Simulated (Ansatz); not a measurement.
Correlation energies of BClO, SMILES `O=BCl` by basis set

| atom | x (Å) | y (Å) | z (Å) |
| --- | --- | --- | --- |
| O1 | -1.255 | 0.347 | -0.402 |
| B2 | -0.146 | 0.040 | -0.047 |
| Cl3 | 1.401 | -0.388 | 0.449 |

Charge 0, multiplicity 1. All single points use the PBE0-D4/def2-TZVP geometry. Frozen core, restricted reference, Ansatz 0.2.0. CBS rows extrapolate triple and quadruple zeta.

| basis | HF (Eh) | MP2 corr. | CCSD corr. | (T) | CCSD(T) total |
| --- | --- | --- | --- | --- | --- |
| def2-SVP | -558.90519 | -0.39519 | -0.40736 | ? | ? |
| def2-TZVPP | -559.18135 | -0.50837 | -0.52088 | -0.02386 | -559.72609 |
| def2-QZVPP | -559.19875 | -0.55201 | -0.55996 | -0.02719 | -559.78590 |
| CBS(def2) | -559.20114 | -0.58434 | ? | -0.02966 | ? |
| cc-pV(D+d)Z | -559.14094 | -0.39894 | -0.41197 | ? | ? |
| cc-pV(T+d)Z | -559.18592 | -0.50958 | -0.52182 | -0.02406 | -559.73180 |
| cc-pV(Q+d)Z | -559.19706 | ? | -0.56068 | -0.02719 | ? |
| CBS(cc) | -559.20042 | -0.58345 | -0.58835 | -0.02942 | -559.81819 |

Q: Fill in the withheld values. (An estimate is asked.)

A: The calculation gave: def2-SVP (T): -0.01256; def2-SVP CCSD(T) total: -559.32511; CBS(def2) CCSD corr.: -0.58890; CBS(def2) CCSD(T) total: -559.81970; cc-pV(D+d)Z (T): -0.01321; cc-pV(D+d)Z CCSD(T) total: -559.56612; cc-pV(Q+d)Z MP2 corr.: -0.55273; cc-pV(Q+d)Z CCSD(T) total: -559.78493.
